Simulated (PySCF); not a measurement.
# CH6AlN: the cost of one run

Programs: PySCF 2.14.0, with density-fitted response routines of our own. Each step states its level of theory. These are calculated values for one molecule in the gas phase, unless marked as measured. Atoms are numbered from 0 throughout.

### Step 1. The starting structure

9 atoms, charge 0, multiplicity 1; geometry from: GFN2-xTB. The atoms were then displaced at random by about 0.01 Å, so the start is not that level's minimum.

Bonds of the start (Å): C0–N1 1.46, N1–Al2 1.77, C0–H3 1.08, C0–H4 1.11, C0–H5 1.06, N1–H6 1.01, Al2–H7 1.56, Al2–H8 1.58.

### Step 2. Geometry optimisation at PBE0-D3(BJ)/def2-SVP

The job: settings as JSON, then the geometry in Å.

```
{"job": {"xc": "PBE0", "basis": "def2-SVP", "d3": "d3bj", "grid": 1, "shake": 0.01, "kind": "geom"}, "charge": 0, "multiplicity": 1}
C     -1.216750    -0.476510     0.030020
N     -0.119830     0.430460    -0.293300
Al     1.597840     0.335970     0.117170
H     -1.639970    -0.879200    -0.884210
H     -2.026600     0.073080     0.559130
H     -0.879340    -1.259330     0.651800
H     -0.459530     1.203610    -0.853880
H      2.686500    -0.009280    -0.948190
H      2.115500     0.564050     1.587730
```

Command:

```sh
OMP_NUM_THREADS=1 python probes_run.py task.json out
```

This one command runs all jobs of the session in turn.

**Question.** How long does this first job take on 1 thread of Arm Neoverse V2, shared host, and how much memory does it need?

About 12 s, with a peak of 0.32 GiB.
